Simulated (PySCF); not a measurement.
C2H2, SMILES C#C. Heavy atoms are numbered as in [CH:1]#[CH:2]. Hydrogens are named by the atom that carries them.

Coordinates come from a PBE0-D3(BJ)/def2-TZVPD optimisation.

All values below come from PBE/def2-TZVPD (PySCF).

ESP charges are fitted to the potential on shells at 1.4 to 2.0 van der Waals radii. Atomic charges (e), one atom of each kind:

```tsv
atom	IAO	ESP fit
C1 (CH)	-0.20	-0.28
H on C1	0.20	0.28
```
